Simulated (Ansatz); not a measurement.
We consider rock-salt BaS, described by r²SCAN-D4 (plane waves, PAW; Ansatz, a first-principles code).

Numerical settings: plane-wave cutoff 560 eV, 10×10×10 k mesh, Fermi–Dirac smearing 0.01 eV, scalar-relativistic PAW data made under PBE.

The cell is scaled about its equilibrium volume:

```tsv
V (Å³/atom)	P (GPa)	direct gap at Γ (eV)	smallest gap on the k mesh (eV)
30.880	3.23	4.407	2.466
31.537	2.04	4.404	2.503
32.194	0.96	4.382	2.535
32.851	0.00	4.271	2.566
33.508	-0.86	4.165	2.593
34.165	-1.64	4.062	2.617
34.822	-2.33	3.964	2.640
```

The fundamental gap (2.57 eV at the equilibrium volume, with added k points) lies elsewhere than Γ–Γ.

Spin–orbit coupling is not included.
